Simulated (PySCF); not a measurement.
Al: ionisation energy

Al [Ne] 3s2 3p1 (2P) → Al⁺ [Ne] 3s2 (1S), as a difference of total energies. All numbers are calculated (PySCF 2.14, no relativity, point nucleus, in def2-QZVPPD). Correlated levels: valence and next inner shell: 1s2 frozen. The calculations carry no spin-orbit coupling.

```csv
method,ionisation energy (eV)
UHF,5.609
MP2 (valence and next inner shell),5.825
SCS-MP2 (valence and next inner shell),5.816
CCSD (valence and next inner shell),5.917
CCSD(T) (valence and next inner shell),5.946
```

Task: How much does correlation contribute at CCSD(T) (valence and next inner shell)?

Result: 5.946 − (5.609) = 0.337 eV, measured against UHF.

A first-order spin-orbit estimate (lowest level to lowest level, LS coupling) adds 0.008 eV.

Errors of the correlated levels include the incompleteness of this basis and the frozen core.

For comparison: 5.986 eV (measured; NIST Atomic Spectra Database, ionization energies).
